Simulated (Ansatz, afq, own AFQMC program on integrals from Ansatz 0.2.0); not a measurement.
## BeGaH⁺, doublet: AFQMC among the cluster methods

```csv
atom,x (Å),y (Å),z (Å)
Ga,0.0000,0.0000,2.1355
Be,0.0000,0.0000,-0.3881
H,0.0000,0.0000,-1.7474
```

Connectivity, by distances: Ga–BeH.

Basis cc-pVDZ. Noble-gas cores (and the filled d shells of Ga–Kr and In–Xe) are frozen. AFQMC by an in-house program on the Cholesky factors that Ansatz 0.2.0 writes for its CCSD(T) run. The CISD trial takes its coefficients from CCSD amplitudes. Released means that phaseless walkers are propagated on without the constraint, phases kept. Error bars are statistical, one sigma. No spin–orbit coupling.

Determinant: UHF, the one that the program's search chose, which needn't be the lowest solution. The geometry is a PBE0/def2-TZVP stationary point of this or a neighbouring charge and spin state.

Full CI on the same integrals is exact in this basis and with this determinant's frozen core.

Cautions: no relativity below Rb; no spin-orbit coupling; inner d shell frozen.

* T1 diagnostic: 0.0200
* weight of the determinant in the CISD state: 0.921
* ⟨S²⟩ of the determinant: 0.782
* size of the correlated space: 5 electrons in 31 orbitals

Reference: full CI, correlation energy -2.168 eV. The released energy is read at 2.40 1/Eh (meV from the phaseless value at times in 1/Eh: -5 ± 4 at 0.24, -3 ± 3 at 0.51, -8 ± 3 at 0.99, -4 ± 4 at 1.62, -9 ± 4 at 2.40).

| level | E − E(reference) (kJ/mol) | share of correlation (%) |
| --- | --- | --- |
| HF | 209.2 | 0.00 |
| MP2 | 66.0 | 68.45 |
| CCSD | 4.0 | 98.07 |
| CCSD(T) | 1.3 | 99.37 |
| CCSDT | 0.1 | 99.95 |
| CCSDT(Q) | 0.0 | 99.98 |
| ph-AFQMC/CISD | 0.2 ± 0.3 | 99.88 |
| released AFQMC | -0.7 ± 0.3 | 100.32 |

CCSDT and higher add their correlation energy to the determinant of the CCSD(T) run, since their own runs factorise the integrals more tightly (a shift of under 2 meV). A walk keeps the symmetry of its determinant, which the program's search chose and which needn't be the lowest solution, so a lower state of the same spin and another symmetry isn't excluded. Released energies are given only where the last usable release times agree within the noise; a slower fall can still hide under it.
